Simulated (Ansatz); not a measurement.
**CH₆AlN (built from SMILES C=N.[AlH3]): one structure at several levels**

One table from this session's results is given with a row withheld; the runs are named, their logs left out.

The runs use Ansatz 0.2.0, Gaussian basis; single points in def2-TZVPP.

Correlated methods freeze the cores.

## Starting geometry

9 atoms, charge 0, spin multiplicity 1.

Atoms are counted from 1 here; the program's logs count them from 0.

Bond lengths: Al1–H2 1.711 Å, Al1–H3 1.655 Å, Al1–H4 1.444 Å, Al1–N5 2.230 Å, N5–C6 1.286 Å, N5–H7 1.135 Å, C6–H8 1.209 Å, C6–H9 0.918 Å. Angles: H2–Al1–H3 111.0°, H2–Al1–H4 104.5°, H2–Al1–N5 68.2°, H3–Al1–H4 134.7°, H3–Al1–N5 120.1°, H4–Al1–N5 98.5°, Al1–N5–C6 86.9°, Al1–N5–H7 127.7°, C6–N5–H7 117.7°, N5–C6–H8 121.1°, N5–C6–H9 115.9°, H8–C6–H9 118.6°.

As a file:

```xyz
9
charge 0, multiplicity 1
Al   -1.08810    0.07490   -0.78510
H    -0.55820   -0.92960    0.49470
H    -0.88480   -0.67180   -2.24850
H    -2.12170    0.89460   -0.19750
N     0.66670    0.94730    0.27890
C     1.09210   -0.25780    0.41950
H     0.66030    1.61510    1.19620
H     1.37070   -0.69760    1.51070
H     1.48880   -0.63120   -0.31940
```

Set-up of the first run:

Input file run/in.yaml:

```yaml
crystal:
  periodic: [false, false, false]
  atoms:
    - {symbol: Al, position_ang: [-1.088100, 0.074900, -0.785100]}
    - {symbol: H, position_ang: [-0.558200, -0.929600, 0.494700]}
    - {symbol: H, position_ang: [-0.884800, -0.671800, -2.248500]}
    - {symbol: H, position_ang: [-2.121700, 0.894600, -0.197500]}
    - {symbol: N, position_ang: [0.666700, 0.947300, 0.278900]}
    - {symbol: C, position_ang: [1.092100, -0.257800, 0.419500]}
    - {symbol: H, position_ang: [0.660300, 1.615100, 1.196200]}
    - {symbol: H, position_ang: [1.370700, -0.697600, 1.510700]}
    - {symbol: H, position_ang: [1.488800, -0.631200, -0.319400]}
basis:
  gaussian: {orbitals: def2-TZVPP}
correlation: {method: ccsd_t}
output: {forces: true}
```

No record of the launch command was kept for these runs.

Steps of the session up to this table: CCSD(T)/def2-TZVPP; PBE0-D4/def2-TZVPP; wB97M-V/def2-TZVPP; r2SCAN-D4/def2-TZVPP; PBE-D4/def2-TZVPP; B97M-V/def2-TZVPP; HSE06-D4/def2-TZVPP.

One table of the session follows, with a row left open; its other results are not shown here.

| method | RMS force component (eV/Å) | angle to CCSD(T) forces (°) | dipole (D) |
| --- | --- | --- | --- |
| CCSD(T) | 3.365 | reference | 2.35 |
| PBE0-D4 | 3.378 | 3.2 | 2.14 |
| wB97M-V | 3.333 | 2.5 | 2.23 |
| r2SCAN-D4 | 3.345 | 2.8 | 2.08 |
| PBE-D4 | 3.340 | 3.7 | 2.00 |
| B97M-V | 3.317 | 2.7 | 2.15 |
| HSE06-D4 | ? | ? | ? |

Q: Estimate the row for HSE06-D4 from the others.

As computed: RMS force component (eV/Å): 3.378; angle to CCSD(T) forces (°): 3.2; dipole (D): 2.13.
